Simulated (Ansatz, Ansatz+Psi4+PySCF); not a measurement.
```yaml
atoms:
  - { symbol: C, position_ang: [0.0000, 0.0000, 0.6181] }
  - { symbol: C, position_ang: [0.0000, 0.0000, -0.6181] }
  - { symbol: H, position_ang: [0.0000, 0.0000, -1.6840] }
  - { symbol: H, position_ang: [0.0000, 0.0000, 1.6840] }
```

Basis set: cc-pVTZ (spherical functions). Frozen core: 2 orbitals. Charge 0, multiplicity 1.

Computed with Ansatz (development build ahead of 0.2.0); each method stands on the lowest determinant of its kind that the runs found. Restricted open shells among the atoms or ions are ROHF, correlated in semicanonical orbitals with singles.

Give the atomization energy at this shape (free ground-state atoms in the same class of orbitals less the molecule, no zero-point energy) of singlet C2H2 by RHF-CCSD(T), RHF-MP2, RHF.

```json
{"method": "RHF-CCSD(T)", "atomization energy": "1642.0 kJ/mol"}
{"method": "RHF-MP2", "atomization energy": "1685.0 kJ/mol"}
{"method": "RHF", "atomization energy": "1236.3 kJ/mol"}
```
